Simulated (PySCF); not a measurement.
Al(Cl)3 cation (AlCl3), SMILES [Al]([Cl])([Cl])[Cl] (connectivity only; charge and spin as stated), charge +1, multiplicity 2.

Geometry: PBE-D3(BJ)/def2-SVP. The multiplicity is an assumed one; other spin states were not compared. The isomer is the one that the SMILES or the coordinates give; other isomers of the formula were not compared.

Level of theory: PySCF with PBE-D3(BJ)/def2-SVP.

Frequencies are harmonic and unscaled.

Modes within 1.5 cm⁻¹ of each other (mostly degenerate sets) share a row, with their intensities summed.

| mode | ν (cm⁻¹) | IR (km/mol) | moving atoms (share of kinetic energy) |
|---|---|---|---|
| 1–2 | 59 | 0.6 | Cl 84 %, Al 16 % |
| 3 | 149 | 31.9 | Al 80 %, Cl 20 % |
| 4 | 355 | 0.0 | Cl 100 % |
| 5–6 | 529 | 9.0 | Al 64 %, Cl 36 % |
